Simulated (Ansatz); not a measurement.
Input for Ansatz (development build ahead of 0.2.0):

```yaml
crystal:
  periodic: [false, false, false]
  atoms:
    - { symbol: O, position_ang: [-1.4463, -0.1553, 0.00106] }
    - { symbol: H, position_ang: [-1.90221, 0.70285, -0.00238] }
    - { symbol: H, position_ang: [-0.51014, 0.09369, -0.00558] }
    - { symbol: O, position_ang: [1.37067, 0.17088, 0.00317] }
    - { symbol: H, position_ang: [1.54426, -0.40055, -0.75793] }
    - { symbol: H, position_ang: [1.54572, -0.41803, 0.7617] }
basis:
  gaussian: { orbitals: STO-3G }
hamiltonian:
  xc: hf
correlation:
  method: mp2
  frozen_orbitals: { H: 0, O: 1 }
```

The input is written out in the form of the current development build from the run's settings.

The run gave:

```json
{"Converged": "yes", "Reference energy": "-149.93820 hartree", "Correlation energy": "-0.07474 hartree", "Total energy": "-150.01294 hartree", "Spin squared of the determinant": "0.000"}
```
